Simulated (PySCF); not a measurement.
PySCF input (PBE/def2-QZVP):

```python
import numpy as np, basis_set_exchange as bse
from pyscf import gto, scf, dft, df, tdscf

basis = {'H': gto.basis.parse(bse.get_basis('def2-QZVP', elements=['H'], fmt='nwchem')), 'P': gto.basis.parse(bse.get_basis('def2-QZVP', elements=['P'], fmt='nwchem'))}
mol = gto.M(
    atom='''
    P     0.00293147    0.00160888    0.12817703
    H    -0.00384980    1.18388197   -0.65609339
    H     1.01199153   -0.61366513   -0.65676338
    H    -1.05211382   -0.59435001   -0.60979871
    ''',
    basis=basis,
    charge=0,
    verbose=4,
    max_memory=2160,
)
mf = dft.RKS(mol, xc='pbe')
mf.grids.level = 3
mf = mf.density_fit(auxbasis=df.autoaux(mol))
mf.conv_tol = 1e-9
mf.max_cycle = 100
print('smallest overlap eigenvalue', np.linalg.eigvalsh(mol.intor('int1e_ovlp'))[0])
mf.kernel()
dip = mf.dip_moment()
td = tdscf.TDA(mf)
td.nstates = 4
td.kernel()
td.analyze()
osc = td.oscillator_strength()
```

Output:

```
PySCF version 2.14.0

[INPUT] verbose = 4
[INPUT] num. atoms = 4
[INPUT] num. electrons = 18
[INPUT] charge = 0
[INPUT] spin (= nelec alpha-beta = 2S) = 0
[INPUT] symmetry False subgroup None
[INPUT] Mole.unit = angstrom
[INPUT] Symbol           X                Y                Z      unit          X                Y                Z       unit  Magmom
[INPUT]  1 P      0.002931470000   0.001608880000   0.128177030000 AA    0.005539675442   0.003040342567   0.242219482160 Bohr   0.0
[INPUT]  2 H     -0.003849800000   1.183881970000  -0.656093390000 AA   -0.007275067634   2.237212687111  -1.239836819237 Bohr   0.0
[INPUT]  3 H      1.011991530000  -0.613665130000  -0.656763380000 AA    1.912386832080  -1.159659027896  -1.241102916844 Bohr   0.0
[INPUT]  4 H     -1.052113820000  -0.594350010000  -0.609798710000 AA   -1.988206971670  -1.123158741033  -1.152352553013 Bohr   0.0

nuclear repulsion = 17.5531721951201
number of shells = 52
number of NR pGTOs = 204
number of NR cGTOs = 160
basis = {'H': [[0, [190.69169, 0.00070815167], [28.605532, 0.0054678827], [6.5095943, 0.027966605], [1.8412455, 0.10764538]], [0, [0.59853725, 1.0]], [0, [0.21397624, 1.0]], [0, [0.080316286, 1.0]], [1, [2.292, 1.0]], [1, [0.838, 1.0]], [1, [0.292, 1.0]], [2, [2.062, 1.0]], [2, [0.662, 1.0]], [3, [1.397, 1.0]]], 'P': [[0, [1090561.7138, 1.2142449664e-05], [163316.39461, 9.4395292614e-05], [37166.607451, 0.00049622262177], [10526.880945, 0.0020900040747], [3433.9976028, 0.0075489230025], [1239.536048, 0.024010423937], [483.27456199, 0.067231473697], [200.16911586, 0.15978669881], [86.960394829, 0.29735906782], [39.211283369, 0.3618717185]], [0, [336.75883662, 0.01915472105], [103.72179793, 0.171340791], [39.77186124, 0.63689655985]], [0, [17.888612952, 1.0]], [0, [6.9644556879, 1.0]], [0, [3.2198092087, 1.0]], [0, [1.4669943979, 1.0]], [0, [0.47765437532, 1.0]], [0, [0.21637789241, 1.0]], [0, [0.090235894336, 1.0]], [1, [2019.6711374, 0.00021359172406], [478.6012509, 0.0018568771399], [155.14942504, 0.010070690115], [58.816356575, 0.039605153679], [24.544512785, 0.11736067844], [10.883571061, 0.24950540642], [4.9624791285, 0.36421287984], [2.3002912343, 0.31764127123]], [1, [59.371345016, 0.39432918004], [3.0694590986, -6.3522960431]], [1, [1.0634401739, 1.0]], [1, [0.45022152161, 1.0]], [1, [0.18267271344, 1.0]], [1, [0.071610333771, 1.0]], [2, [3.343, 1.0]], [2, [0.807, 1.0]], [2, [0.365, 1.0]], [2, [0.154, 1.0]], [3, [0.703, 1.0]], [3, [0.28, 1.0]], [4, [0.597, 1.0]]]}
ecp = {}
ETB for H: l = 0, exps = 0.160632572 * 1.8^n , n = 0..11
ETB for H: l = 1, exps = 0.372316286 * 2^n , n = 0..4
ETB for H: l = 2, exps = 0.584 * 2.2^n , n = 0..3
ETB for H: l = 3, exps = 0.954 * 2.2^n , n = 0..2
ETB for H: l = 4, exps = 1.324 * 2.2^n , n = 0..2
ETB for P: l = 0, exps = 0.143220667542 * 1.8^n , n = 0..18
ETB for P: l = 1, exps = 0.143220667542 * 1.8^n , n = 0..15
ETB for P: l = 2, exps = 0.143220667542 * 1.8^n , n = 0..14
ETB for P: l = 3, exps = 0.22561033377099998 * 2.2^n , n = 0..8
ETB for P: l = 4, exps = 0.308 * 2.2^n , n = 0..8
ETB for P: l = 5, exps = 0.43400000000000005 * 2.3^n , n = 0..4
smallest overlap eigenvalue 0.0002746432196948199

******** <class 'pyscf.df.df_jk.DFRKS'> ********
method = DFRKS
initial guess = minao
damping factor = 0
level_shift factor = 0
DIIS = <class 'pyscf.scf.diis.CDIIS'>
diis_start_cycle = 1
diis_space = 8
diis_damp = 0
SCF conv_tol = 1e-09
SCF conv_tol_grad = None
SCF max_cycles = 100
direct_scf = False
XC library pyscf.dft.libxc version 7.1.2
    S. Lehtola, C. Steigemann, M. J. T. Oliveira, and M. A. L. Marques,  SoftwareX 7, 1–5 (2018)
XC functionals = pbe
    J. P. Perdew, K. Burke, and M. Ernzerhof,  Phys. Rev. Lett. 77, 3865 (1996)
    J. P. Perdew, K. Burke, and M. Ernzerhof,  Phys. Rev. Lett. 78, 1396 (1997)
    J. P. Perdew, K. Burke, and M. Ernzerhof,  Phys. Rev. Lett. 77, 3865 (1996)
    J. P. Perdew, K. Burke, and M. Ernzerhof,  Phys. Rev. Lett. 78, 1396 (1997)
radial grids:
    Treutler-Ahlrichs [JCP 102, 346 (1995); DOI:10.1063/1.469408] (M4) radial grids

becke partition: Becke, JCP 88, 2547 (1988); DOI:10.1063/1.454033
pruning grids: <function nwchem_prune>
grids dens level: 3
symmetrized grids: False
atomic radii adjust function: <function treutler_atomic_radii_adjust>
small_rho_cutoff = 0
Set gradient conv threshold to 3.16228e-05
Initial guess from minao.
tot grids = 48608
init E= -342.827142570313
  HOMO = -0.286193796046518  LUMO = -0.0361713190527938  gap/eV = 6.80346
cycle= 1 E= -342.990090564187  delta_E= -0.163  |g|= 0.188  |ddm|= 1.04
  HOMO = -0.221306505761319  LUMO = 0.00665981746594772  gap/eV = 6.20328
cycle= 2 E= -342.991742642135  delta_E= -0.00165  |g|= 0.109  |ddm|= 0.29
  HOMO = -0.25311615821694  LUMO = -0.0131024767306408  gap/eV = 6.53110
cycle= 3 E= -342.995311795546  delta_E= -0.00357  |g|= 0.0585  |ddm|= 0.173
  HOMO = -0.245898688784436  LUMO = -0.00904376727813331  gap/eV = 6.44515
cycle= 4 E= -342.996043254428  delta_E= -0.000731  |g|= 0.00593  |ddm|= 0.0448
  HOMO = -0.246372214636011  LUMO = -0.00909809560309992  gap/eV = 6.45656
cycle= 5 E= -342.996050962521  delta_E= -7.71e-06  |g|= 0.00236  |ddm|= 0.00479
  HOMO = -0.246166369194853  LUMO = -0.00902897939593202  gap/eV = 6.45284
cycle= 6 E= -342.996052714919  delta_E= -1.75e-06  |g|= 6.07e-05  |ddm|= 0.00156
  HOMO = -0.246150970786388  LUMO = -0.00901800178446415  gap/eV = 6.45272
cycle= 7 E= -342.996052716185  delta_E= -1.27e-09  |g|= 9.04e-06  |ddm|= 8.02e-05
  HOMO = -0.246151930990081  LUMO = -0.00901902240872495  gap/eV = 6.45272
cycle= 8 E= -342.996052716217  delta_E= -3.26e-11  |g|= 1.73e-06  |ddm|= 1.02e-05
  HOMO = -0.246152339338494  LUMO = -0.00901913649535967  gap/eV = 6.45272
Extra cycle  E= -342.996052716216  delta_E= 9.66e-13  |g|= 2.23e-06  |ddm|= 2.97e-06
converged SCF energy = -342.996052716216
Dipole moment(X, Y, Z, Debye): -0.01448, -0.00795, -0.63310

******** <class 'pyscf.tdscf.rks.TDA'> for <class 'pyscf.df.df_jk.DFRKS'> ********
nstates = 4 singlet
deg_eia_thresh = 1.000e-03
wfnsym = None
conv_tol = 1e-05
eigh lindep = 1e-12
eigh level_shift = 0
eigh max_cycle = 100
chkfile = tmp9xgrgb8a

Excitation energies (eV)
[6.74645406 7.17134846 7.17135189 9.22527522]

** Singlet excitation energies and oscillator strengths **
Excited State   1:      6.74645 eV    183.78 nm  f=0.1357
       9 -> 12       -0.70500
Excited State   2:      7.17135 eV    172.89 nm  f=0.0865
       7 -> 11       -0.10117
       8 -> 10        0.10117
       9 -> 10       -0.66603
       9 -> 11        0.12539
Excited State   3:      7.17135 eV    172.89 nm  f=0.0865
       7 -> 10       -0.10117
       8 -> 11       -0.10117
       9 -> 10       -0.12539
       9 -> 11       -0.66603
Excited State   4:      9.22528 eV    134.40 nm  f=0.0000
       7 -> 11        0.49491
       8 -> 10        0.49491

** Transition electric dipole moments (AU) **
state          X           Y           Z        Dip. S.      Osc.
  1         0.0207      0.0114      0.9057      0.8208      0.1357
  2        -0.6985     -0.0618      0.0168      0.4921      0.0865
  3        -0.0620      0.6987     -0.0073      0.4921      0.0865
  4         0.0000     -0.0000     -0.0000      0.0000      0.0000

** Transition velocity dipole moments (imaginary part, AU) **
state          X           Y           Z        Dip. S.      Osc.
  1         0.0049      0.0027      0.2137      0.0457      0.1228
  2        -0.0531     -0.0047      0.0013      0.0028      0.0072
  3        -0.0047      0.0531     -0.0006      0.0028      0.0072
  4         0.0000     -0.0000     -0.0000      0.0000      0.0000

** Transition magnetic dipole moments (imaginary part, AU) **
state          X           Y           Z
  1        -0.0000      0.0000      0.0000
  2        -0.0632      0.7124     -0.0075
  3         0.7123      0.0630     -0.0171
  4         0.0223      0.0123      0.9766
```
